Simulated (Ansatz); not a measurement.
# SiPH (singlet): wave-function methods side by side at distance Si1–H3 = 5.070 Å, 6-31G

Aim: climb from Hartree-Fock through coupled cluster and multireference methods for SiPH (singlet) at one geometry and basis, and see what each rung misses.

Program: Ansatz 0.2.0, Gaussian basis. Level of theory: 6-31G, core rule «outside noble gas», up to 10 orbitals frozen. These are calculated values, not measurements.

To be run: UHF; CCSD(T) on RHF; CCSD(T) on UHF; BCCD(T) on RHF; CISD; CCSDT(Q) on RHF; CCSDT(Q) on UHF; CISDTQ; CCSDTQ on RHF; CASSCF and MRCISD+Q, 2 electrons in 2 orbitals; CASSCF and NEVPT2, 2 electrons in 2 orbitals; CASSCF and MRCISD+Q, 10 electrons in 9 orbitals; CASSCF and NEVPT2, 10 electrons in 9 orbitals; Full CI.

9 further runs of the same task are left out: 7 that didn't finish, 2 set aside as unsound or not needed.

## 1. The system

The geometry derives from a PBE0/def2-TZVP stationary point (not a proven minimum). One bond is set to the value named and the two fragments are kept rigid.

3 atoms, charge 0, spin multiplicity 1.

Atoms are counted from 1 here; the program's logs count them from 0.

Bond lengths: Si1–P2 1.944 Å.

Coordinates:

```
Si    0.00000    0.00000   -1.04187
P     0.00000    0.00000   -2.98627
H     0.00000    0.00000    4.02813
```

## 2. UHF

The input, in.yaml:

```yaml
crystal:
  periodic: [false, false, false]
  atoms:
    - {symbol: Si, position_ang: [0.000000, 0.000000, -1.041867]}
    - {symbol: P, position_ang: [0.000000, 0.000000, -2.986267]}
    - {symbol: H, position_ang: [0.000000, 0.000000, 4.028133]}
basis:
  gaussian: {orbitals: 6-31G}
magnetization: {spin_polarized: true, initial_magnetization: 0}
hamiltonian: {xc: hf}
output: {orbitals: {seedname: orbitals}}
```

On the command line:

```bash
ansatz run in.yaml --threads 1 --pin off --events-out ev --progress --plain --max-ram 2393MiB
```

Further steps of the session: CCSD(T) on RHF; CCSD(T) on UHF; BCCD(T) on RHF; CISD; CCSDT(Q) on RHF; CCSDT(Q) on UHF; CISDTQ; CCSDTQ on RHF; CASSCF and MRCISD+Q, 2 electrons in 2 orbitals; CASSCF and NEVPT2, 2 electrons in 2 orbitals; CASSCF and MRCISD+Q, 10 electrons in 9 orbitals; CASSCF and NEVPT2, 10 electrons in 9 orbitals; Full CI.

**Question.** What will the summary of the whole plan be? Wanted: FCI below the RHF energy; RMP2 from FCI; UMP2 from FCI; RCCSD from FCI; RCCSD(T) from FCI; UCCSD(T) from FCI; RCCSDT(Q) from FCI; UCCSDT(Q) from FCI; NEVPT2 pair from FCI.

The runs gave:

```
                         quantity                                                            value
         FCI below the RHF energy                                                       -8.5872 eV
                    RMP2 from FCI                                                       +731.4 meV
                    UMP2 from FCI                                                      +1396.6 meV
                   RCCSD from FCI                                                       +672.7 meV
                RCCSD(T) from FCI                                                       -401.8 meV
                UCCSD(T) from FCI                                                        +96.2 meV
               RCCSDT(Q) from FCI                                                        -35.8 meV
               UCCSDT(Q) from FCI                                                        +12.3 meV
             NEVPT2 pair from FCI                                                      +1264.7 meV
           MRCISD+Q pair from FCI                                                       +739.7 meV
          NEVPT2 valence from FCI                                                       +262.8 meV
levels within 1 kcal/mol (43 meV)  RCCSDT(Q), UCCSDT(Q), RCCSDTQ, MRCISD valence, MRCISD+Q valence
                    T1 diagnostic                                                            0.038
   effectively unpaired electrons                                                             2.20
```

In words: RCCSD(T) misses by -401.8 meV, 4.7 % of the correlation energy. CCSD(T) misses by -401.8 meV on the restricted determinant and by +96.2 meV on the unrestricted one; the two need not hold the same state or core. RCCSD(T), BCCD(T), RCCSDT(Q) fall below full CI, which methods that aren't variational can do. With 2.2 effectively unpaired electrons against 0 the state is strongly multireference. Of the multireference levels listed MRCISD+Q valence comes nearest in total energy (+3.0 meV), which doesn't show that its space is the better one. These misses are within one basis, not against nature.
